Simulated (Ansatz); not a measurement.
Reaction (SMILES): Cl (HCl) → HCl+ (doublet, bonded as Cl) + e-
B3LYP-D3(BJ)/def2-TZVP geometries, fixed; electronic energies without zero-point terms.

The adiabatic ionisation energy at CCSD(T) with Ansatz (an electronic-structure program), in eV, split into its Hartree-Fock and correlation parts. Cores are frozen. Open shells are unrestricted. No added dispersion term, no relativity. Functions are those of the species that has most.

```json
[
 {"basis": "aug-cc-pV(D+d)Z", "X": "2", "functions": "41", "Hartree-Fock": "11.585", "CCSD(T)": "12.491"},
 {"basis": "aug-cc-pV(T+d)Z", "X": "3", "functions": "78", "Hartree-Fock": "11.520", "CCSD(T)": "12.649"},
 {"basis": "aug-cc-pV(Q+d)Z", "X": "4", "functions": "135", "Hartree-Fock": "11.513", "CCSD(T)": "12.745"}
]
```

Worked estimate of the basis-set limit from each neighbouring pair, with Hartree-Fock from the larger set and the correlation part extrapolated as X^-3.
Correlation parts: X = 2: 0.906, X = 3: 1.129, X = 4: 1.232.
- (2,3): (27·(1.129) - 8·(0.906))/19 = 1.223; with Hartree-Fock 11.520 the estimate is 12.743 eV.
- (3,4): (64·(1.232) - 27·(1.129))/37 = 1.307; with Hartree-Fock 11.513 the estimate is 12.820 eV.
The last two estimates differ by 0.077 eV; the largest set lies 0.075 from the last. Over the last step Hartree-Fock moves by -0.007 and the correlation part by 0.103.
